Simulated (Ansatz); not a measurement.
Te₃As₂ (C2/m, No. 12): smallest direct gap on the k points sampled by level of theory

No measured value is used here.

```json
[
 {"level (code)": "LDA (Ansatz)", "value (eV)": "0.48"},
 {"level (code)": "PBEsol (Ansatz)", "value (eV)": "0.48"},
 {"level (code)": "r²SCAN (Ansatz)", "value (eV)": "0.60"},
 {"level (code)": "G0W0@PBEsol (Ansatz)", "value (eV)": "___"}
]
```

Q: Some entries are withheld; supply them.

A: 
- G0W0@PBEsol (Ansatz, a first-principles code), value (eV): 0.74

At these levels the smallest gap is indirect and lower: LDA 0.36, PBEsol 0.36, r²SCAN 0.45, G0W0@PBEsol 0.58 eV. Computed values are for a static lattice. Spin–orbit coupling is included only where a level's name says +SOC; with heavier elements it mostly lowers gaps and can invert bands.  G0W0@PBEsol: the correction to the complete basis was taken at k points off the band edges. Values are at the measured cell. Cutoffs differ between the levels. Ansatz's density-functional and Hartree–Fock values are scalar-relativistic unless marked +SOC, with PAW data made under PBE.
